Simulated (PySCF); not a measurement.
# `C1=CC(=O)C=C1`, C5H4O

Molfile (atoms numbered from 1):
```
C5H4O
     RDKit          3D

 10 10  0  0  0  0  0  0  0  0999 V2000
    2.3136    0.2338   -0.2088 O   0  0  0  0  0  0  0  0  0  0  0  0
    1.1197    0.1058   -0.1126 C   0  0  0  0  0  0  0  0  0  0  0  0
    0.0998    1.2027    0.0439 C   0  0  0  0  0  0  0  0  0  0  0  0
   -1.1045    0.6175    0.1111 C   0  0  0  0  0  0  0  0  0  0  0  0
   -0.9535   -0.8668    0.0055 C   0  0  0  0  0  0  0  0  0  0  0  0
    0.3425   -1.1841   -0.1255 C   0  0  0  0  0  0  0  0  0  0  0  0
    0.3527    2.2608    0.0882 H   0  0  0  0  0  0  0  0  0  0  0  0
   -2.0678    1.1174    0.2249 H   0  0  0  0  0  0  0  0  0  0  0  0
   -1.7954   -1.5604    0.0344 H   0  0  0  0  0  0  0  0  0  0  0  0
    0.8029   -2.1656   -0.2262 H   0  0  0  0  0  0  0  0  0  0  0  0
  1  2  2  0
  2  3  1  0
  3  4  2  0
  4  5  1  0
  5  6  2  0
  6  2  1  0
  3  7  1  0
  4  8  1  0
  5  9  1  0
  6 10  1  0
M  END
```

Level of theory: PySCF, GIAO B3LYP/6-31++G** magnetisability, rotational g tensor and spin-rotation constants, non-relativistic, gas phase. Geometry: PBE0-D3(BJ)/def2-SVP.

Q: Give the nuclear spin-rotation constants along the inertial axes (H = +C I·J) beside the isotropic shieldings.

A: Rotational constants 8.1744, 3.9590, 2.6672 GHz. A star marks the isotopologue with that one atom substituted, in its own axes.
```tsv
atom	isotope	Caa (kHz)	Cbb (kHz)	Ccc (kHz)	mean (kHz)	σ (ppm)
H7	1H	-0.822	0.393	-0.340	-0.256	26.2
H8	1H	0.387	-0.098	-0.322	-0.011	24.4
H9	1H	0.386	-0.098	-0.322	-0.011	24.4
H10	1H	-0.821	0.393	-0.341	-0.256	26.2
O1	17O*	-9.876	-2.249	-0.067	-4.064	-338.9
C2	13C*	3.755	1.963	0.690	2.136	-5.0
C3	13C*	2.050	1.743	0.402	1.399	76.7
C4	13C*	3.005	1.798	0.382	1.728	48.5
```
For the geometry as given, no vibrational averaging.
